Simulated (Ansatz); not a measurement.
# AlSiH₂ (quartet): wave-function methods side by side, def2-QZVPP

An exercise on one series of results from a longer session: the logs are not shown, and one member is left open.

Computed with Ansatz 0.2.0, Gaussian basis. Level: def2-QZVPP, core rule «outside noble gas», up to 10 orbitals frozen.

To be run: UHF; ROHF; CCSD(T) on UHF.

### What is computed

The geometry is a PBE0/def2-TZVP stationary point (not a proven minimum).

4 atoms, charge 0, spin multiplicity 4.

Atoms are counted from 1 here; the program's logs count them from 0.

Bond lengths: Si1–Al2 2.337 Å, Si1–H3 1.490 Å, Si1–H4 1.490 Å. Angles: Al2–Si1–H3 125.4°, Al2–Si1–H4 125.4°, H3–Si1–H4 109.2°.

The first run:

in.yaml reads:

```yaml
crystal:
  periodic: [false, false, false]
  atoms:
    - {symbol: Si, position_ang: [0.000000, 0.000000, 1.074378]}
    - {symbol: Al, position_ang: [0.000000, 0.000000, -1.263082]}
    - {symbol: H, position_ang: [0.000000, 1.214383, 1.937350]}
    - {symbol: H, position_ang: [0.000000, -1.214383, 1.937350]}
basis:
  gaussian: {orbitals: "def2-QZVPP.json"}
magnetization: {spin_polarized: true, initial_magnetization: 3}
hamiltonian: {xc: hf}
output: {orbitals: {seedname: orbitals}}
```

Command:

```sh
ansatz run in.yaml --threads 1 --pin off --events-out ev --progress --plain --max-ram 2393MiB
```

Steps of the session up to this table: UHF; ROHF; CCSD(T) on UHF.

One of the session's tables, all rows but one given; the rest of the session is left out.

It belongs to the step «Misses and costs». 

| method | from UCCSD(T) (meV) |
| --- | --- |
| ROHF | +5318.8 |
| UHF | +5214.8 |
| UMP2 | ? |
| UCCSD | +228.9 |
| UCCSD(T) | 0 |

Q: Estimate the row for UMP2 from the others.

As computed: from UCCSD(T) (meV): +1043.8. In the column «from UCCSD(T) (meV)» it lies between UCCSD (+228.9) and UHF (+5214.8).
